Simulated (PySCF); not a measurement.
All values below come from B3LYP-D3(BJ)/def2-TZVP (PySCF). Gas-phase values, no solvent. B3LYP has the VWN-RPA correlation part, as in Gaussian. Delta-SCF ions had no search for a lower state. 

Reference species (SMILES): `S` (neutral, multiplicity 1).

```json
{
  "vertical ionisation energy (Delta-SCF)": "10.41 eV"
}
```

Changed species: `[SiH3]S` (X = silyl; the reference has X = H).

Question: Give the shifts of the vertical ionisation energy (Delta-SCF).

Answer: the vertical ionisation energy (Delta-SCF) decreases by 0.56 eV, to 9.85 eV.
